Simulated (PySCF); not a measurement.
# P2H4: 4 charge schemes on one density

Species: P2H4.
Numbering: `[PH2:1][PH2:2]` (hydrogens: H3, H4 on P1; H5, H6 on P2)

Structure used (PBE0-D3(BJ)/def2-SVP), in Å, numbered top down from 1:
```xyz
6
P2H4 angstrom
P      0.460    0.939   -0.326
P     -0.581   -0.942    0.317
H      1.334    0.946    0.806
H      1.417    0.241   -1.128
H     -1.464   -0.944   -0.808
H     -1.530   -0.243    1.128
```

Density: PBE0/pcSseg-1 (PySCF); schemes: Mulliken, IAO, Hirshfeld and ESP-fitted. Isolated species at its PBE0-D3(BJ)/def2-SVP geometry (one conformer only).

**Question.** Which atoms carry the highest charge in the Mulliken, IAO, Hirshfeld and ESP-fitted schemes?

**Answer.** The schemes don't all agree: Mulliken H3, H4, H5 and H6 (+0.064); IAO P1 and P2 (+0.009); Hirshfeld P1 and P2 (+0.025); ESP-fitted H5 (+0.147).

**Question.** For which atoms does the sign change between the 4 schemes (beyond +0.03 e in one, beyond −0.03 e in another)?

**Answer.** For none.

**Question.** Give the atomic charges in each scheme.

**Answer.** In e:

```
atom                  environment  Mulliken     IAO  Hirshfeld  ESP-fitted
  P1  three-coordinate phosphorus    -0.128  +0.009     +0.025      -0.291
  P2  three-coordinate phosphorus    -0.128  +0.009     +0.025      -0.291
  H3                 P–H hydrogen    +0.064  -0.005     -0.013      +0.146
  H4                 P–H hydrogen    +0.064  -0.005     -0.013      +0.146
  H5                 P–H hydrogen    +0.064  -0.005     -0.013      +0.147
  H6                 P–H hydrogen    +0.064  -0.005     -0.013      +0.143
```

Mean size of the charges over all atoms: ESP-fitted 0.194 e, Mulliken 0.085 e, Hirshfeld 0.017 e, IAO 0.006 e. Each set sums to the total charge, 0, to within 0.001 e. The ESP scheme fits charges at the nuclei, held to the total charge, to the electrostatic potential on points at 1.4 to 2.0 times the van der Waals radii. The IAO scheme counts the electrons in orthogonalised intrinsic atomic orbitals, a minimal basis polarised so that it spans the occupied orbitals exactly.

**Question.** How many electrons does the ESP-fitted scheme count on P1?

**Answer.** Z − q = 15 − (-0.291) = 15.291.

**Question.** Sum the charges by element.

**Answer.** 
```tsv
element	atoms	Mulliken	IAO	Hirshfeld	ESP-fitted
P	2	-0.256	+0.019	+0.051	-0.583
H	4	+0.256	-0.019	-0.051	+0.583
```
